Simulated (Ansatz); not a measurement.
A run of Ansatz (development build ahead of 0.2.0) on doublet C₃H₄(+) at this shape:

```yaml
atoms:
  - { symbol: C, position_ang: [-0.2743, 0.9609, -0.9064] }
  - { symbol: C, position_ang: [-0.0214, -0.0091, 0.0414] }
  - { symbol: C, position_ang: [0.3001, -0.9579, 0.8799] }
  - { symbol: H, position_ang: [-1.1419, 0.9078, -1.5537] }
  - { symbol: H, position_ang: [0.3314, 1.8727, -0.9739] }
  - { symbol: H, position_ang: [0.7730, -0.7002, 1.8212] }
  - { symbol: H, position_ang: [-0.0494, -1.9213, 0.5601] }
```

Its results:

```yaml
Converged: yes
Total_energy: -115.46293 hartree
Spin_squared_of_the_determinant: 0.887
Stability_test: minimum
```

Forces (eV/Å):
```json
{"atom": "C1", "Fx": "0.301", "Fy": "-0.864", "Fz": "1.322"}
{"atom": "C2", "Fx": "-0.143", "Fy": "2.124", "Fz": "-1.823"}
{"atom": "C3", "Fx": "-0.286", "Fy": "0.739", "Fz": "-0.162"}
{"atom": "H4", "Fx": "-0.261", "Fy": "-0.193", "Fz": "0.110"}
{"atom": "H5", "Fx": "0.192", "Fy": "-0.508", "Fz": "0.090"}
{"atom": "H6", "Fx": "-0.055", "Fy": "-0.349", "Fz": "0.267"}
{"atom": "H7", "Fx": "0.252", "Fy": "-0.951", "Fz": "0.196"}
```

(1) Which input gives this output? Name the method, the orbitals and the basis set, and write the input.

Answers

(1) UHF in def2-SVP.

```yaml
crystal:
  periodic: [false, false, false]
  atoms:
    - { symbol: C, position_ang: [-0.27431, 0.96095, -0.90638] }
    - { symbol: C, position_ang: [-0.02143, -0.00909, 0.04136] }
    - { symbol: C, position_ang: [0.3001, -0.9579, 0.87994] }
    - { symbol: H, position_ang: [-1.14191, 0.90777, -1.5537] }
    - { symbol: H, position_ang: [0.33138, 1.87273, -0.97387] }
    - { symbol: H, position_ang: [0.77302, -0.70021, 1.82115] }
    - { symbol: H, position_ang: [-0.04938, -1.92127, 0.56009] }
basis:
  gaussian: { orbitals: def2-SVP }
total_charge: 1
magnetization:
  spin_polarized: true
  initial_magnetization: 1
hamiltonian:
  xc: hf
output:
  forces: true
```

Caution: the unrestricted determinant is spin contaminated.
